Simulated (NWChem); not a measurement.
System: methylamine (CH₅N); SMILES NC

```xyz
7

C     -0.0077     0.6900     0.0000
N     -0.0967    -0.7537     0.0000
H     -0.5281     1.0968    -0.8817
H     -0.5281     1.0968     0.8817
H      1.0167     1.1197     0.0000
H      0.3764    -1.1414    -0.8133
H      0.3764    -1.1414     0.8133
```
Atoms are numbered in this order, from 1.

All runs use the structure optimised with PBE0/def2-SVP.

Q: Give the principal values of the shielding tensors (ppm) of C1, N2 from PBE0/IGLO-II, GIAO (NWChem), with their diamagnetic and paramagnetic parts as GIAO splits them.

A: 
```
atom    σ11    σ22    σ33  isotropic  diamagnetic  paramagnetic
----  -----  -----  -----  ---------  -----------  ------------
C1    132.9  146.0  186.5      155.1        244.5         -89.4
N2    213.5  247.1  275.6      245.4        314.1         -68.7
```
